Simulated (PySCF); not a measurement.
Successive ionisation energies of one element at GMP2 (screened spin-orbit), starting from the ion with 15 electrons. Calculated with PySCF 2.14, two-component X2C-1e (Gaussian nucleus, no Breit or QED terms), each ion in its own even-tempered basis; GMP2 freezes the deep shells of the larger ions and drops the highest virtual spinors; eV.

10.242, 19.512, 29.901, 51.131, 64.996, 220.28, 263.43, 309.37, 372.98, 424.77, 480.22, 558.79

Task: Which element is it?

Result: Phosphorus (P, Z = 15); the list starts at P. The hydrogenic estimate 13.606 eV × (q + 1)²/n² with q = 0 and n = 3 gives 1.512 eV for the first entry, a lower bound because the other electrons screen the nucleus only in part.
